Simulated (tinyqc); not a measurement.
Worked calculation: extended Hueckel theory, for H3S+. The parameters take no account of the charge, which enters only through the electron count. One step of it, computed by the program tinyqc.

Task: Mulliken analysis. P = C n C^T; charge = valence electrons (H 1, S 6) minus the sum of (P S)_ii on the atom; overlap population = 2 sum P_ij S_ij between two atoms.

coefficients:
```
              MO1        MO2        MO3        MO4        MO5        MO6        MO7
1S 3s    0.763889   0.000000  -0.000079   0.268367  -0.000348   0.000000   1.039420
1S 3px  -0.000006   0.000000   0.581935   0.000033   1.082391   0.000000   0.000575
1S 3py   0.000000   0.581820   0.000000   0.000000   0.000000   1.082780   0.000000
1S 3pz   0.013489   0.000000  -0.000028   0.908440   0.000227   0.000000  -0.600810
2H 1s    0.174952   0.000000   0.464138  -0.119261  -0.943066   0.000000  -0.706820
3H 1s    0.174975   0.401899  -0.231998  -0.119349   0.471809  -0.817046  -0.706433
4H 1s    0.174975  -0.401899  -0.231998  -0.119349   0.471809   0.817046  -0.706433
```

occupations: 2.000000  2.000000  2.000000  2.000000  0.000000  0.000000  0.000000

overlap S, lower triangle:
```
           1S 3s     1S 3px     1S 3py     1S 3pz     2H 1s     3H 1s     4H 1s
1S 3s   1.000000
1S 3px  0.000000   1.000000
1S 3py  0.000000   0.000000   1.000000
1S 3pz  0.000000   0.000000   0.000000   1.000000
2H 1s   0.387644   0.453091   0.000000  -0.195097  1.000000
3H 1s   0.387691  -0.226390   0.392509  -0.195124  0.088906  1.000000
4H 1s   0.387691  -0.226390  -0.392509  -0.195124  0.088906  0.088800  1.000000
```

Give: charges; Overlap populations.

Result:

charges: 1S 0.5890, 2H 0.1370, 3H 0.1370, 4H 0.1370

Overlap populations:
```
pair      value
2-1    0.729765
3-1    0.729800
3-2   -0.022345
4-1    0.729800
4-2   -0.022345
4-3   -0.022321
```
